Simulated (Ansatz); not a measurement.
# H₃O (doublet): wave-function methods side by side at distance O1–H3 along a hydrogen transfer = 1.028 Å, 6-31G

How much of the correlation energy of H₃O (doublet) does each wave-function method recover here?

Method: 6-31G, core rule «outside noble gas», up to 1 orbitals frozen; program: Ansatz 0.2.0, Gaussian basis.

To be run: UHF; CCSD(T) on ROHF; CCSD(T) on UHF; BCCD(T) on ROHF; CISD; CCSDT(Q) on ROHF; CCSDT(Q) on UHF; CISDTQ; CCSDTQ on ROHF; CCSDTQ on UHF; CASSCF and MRCISD+Q, 3 electrons in 3 orbitals; CASSCF and NEVPT2, 3 electrons in 3 orbitals; CASSCF and MRCISD+Q, 9 electrons in 7 orbitals; CASSCF and MRCISD+Q(relaxed), 9 electrons in 7 orbitals; CASSCF and NEVPT2, 9 electrons in 7 orbitals; Full CI.

4 further runs of the same task are left out: 4 that didn't finish.

## Step 1: The system

The geometry derives from fragments relaxed apart (PBE0/def2-TZVP) and kept rigid, so it is no stationary point. A hydrogen atom is moved between rigid fragments.

4 atoms, charge 0, spin multiplicity 2.

Atoms are counted from 1 here; the program's logs count them from 0.

Bond lengths: O1–H2 0.960 Å, O1–H3 1.028 Å. Angles: H2–O1–H3 105.1°.

## Step 2: UHF

The input, in.yaml:

```yaml
crystal:
  periodic: [false, false, false]
  atoms:
    - {symbol: O, position_ang: [-0.156977, -0.049094, 0.000000]}
    - {symbol: H, position_ang: [-0.406287, 0.877481, 0.000000]}
    - {symbol: H, position_ang: [0.871023, -0.049094, 0.000000]}
    - {symbol: H, position_ang: [2.027023, -0.049094, 0.000000]}
basis:
  gaussian: {orbitals: 6-31G}
magnetization: {spin_polarized: true, initial_magnetization: 1}
hamiltonian: {xc: hf}
output: {orbitals: {seedname: orbitals}}
```

Run with:

```
$ ansatz run in.yaml --threads 1 --pin off --events-out ev --progress --plain --max-ram 2393MiB
```

Further steps of the session: CCSD(T) on ROHF; CCSD(T) on UHF; BCCD(T) on ROHF; CISD; CCSDT(Q) on ROHF; CCSDT(Q) on UHF; CISDTQ; CCSDTQ on ROHF; CCSDTQ on UHF; CASSCF and MRCISD+Q, 3 electrons in 3 orbitals; CASSCF and NEVPT2, 3 electrons in 3 orbitals; CASSCF and MRCISD+Q, 9 electrons in 7 orbitals; CASSCF and MRCISD+Q(relaxed), 9 electrons in 7 orbitals; CASSCF and NEVPT2, 9 electrons in 7 orbitals; Full CI.

Q: Predict the results of all the runs planned. Wanted: FCI below the RHF energy; RMP2 from FCI; UMP2 from FCI; RCCSD from FCI; RCCSD(T) from FCI; UCCSD(T) from FCI; RCCSDT(Q) from FCI; UCCSDT(Q) from FCI; NEVPT2 pair from FCI.

**Answer**, as computed:

| quantity | value |
| --- | --- |
| FCI below the RHF energy | -3.9398 eV |
| RMP2 from FCI | +25.8 kJ/mol |
| UMP2 from FCI | +26.1 kJ/mol |
| RCCSD from FCI | +5.1 kJ/mol |
| RCCSD(T) from FCI | +1.7 kJ/mol |
| UCCSD(T) from FCI | +1.6 kJ/mol |
| RCCSDT(Q) from FCI | -0.1 kJ/mol |
| UCCSDT(Q) from FCI | 0.0 kJ/mol |
| NEVPT2 pair from FCI | +16.1 kJ/mol |
| MRCISD+Q pair from FCI | +4.9 kJ/mol |
| NEVPT2 valence from FCI | +30.1 kJ/mol |
| levels within 1 kcal/mol (43 meV) | RCCSD(T), UCCSD(T), BCCD(T), RCCSDT, UCCSDT, CISDTQ, RCCSDT(Q), UCCSDT(Q), RCCSDTQ, UCCSDTQ, MRCISD+Q valence, MRCISD+Q(relaxed) valence |
| T1 diagnostic | 0.021 |
| effectively unpaired electrons | 1.02 |

What this shows: RCCSD(T) misses by +1.7 kJ/mol, 0.4 % of the correlation energy. One determinant dominates. Of the multireference levels listed MRCISD+Q(relaxed) valence comes nearest in total energy (+0.5 kJ/mol), which doesn't show that its space is the better one. These misses are within one basis, not against nature; the frozen cores of restricted and unrestricted runs differ, which can shift their rows.
